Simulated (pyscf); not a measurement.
Structures and frequencies: ωB97X-D3(BJ)/def2-SVP in PySCF.

### Question
For the elementary gas-phase step `[OH][BH][OH]` + `[CH2]=[CH2]` → `[CH3][CH2][O][BH][OH]` (singlet surface; H–O broken, C–O, C–H formed), what barrier and reaction energy does HF/def2-TZVP give, measured from the separated reactants?

### Answer
ΔE‡ = 3.17 eV, ΔE = -0.58 eV. ωB97M-D3(BJ)/def2-TZVP gives 2.31 eV and -0.74 eV. Zero-point energy shifts the barrier by -0.09 eV. It is an addition across a multiple bond or ene-type step, with an imaginary mode of 1809i cm⁻¹. The same reactants have a lower exit, to H₃C–CH₂–B(OH)–OH (barrier +1.56 eV at ωB97M-D3(BJ), against +2.31 eV here). H₃C–CH₂–O–BH–OH lies 0.79 eV over its isomer H₃C–CH₂–B(OH)–OH (electronic energy, ωB97M-D3(BJ)). This is the saddle that the search found; another between the same sides may lie lower.
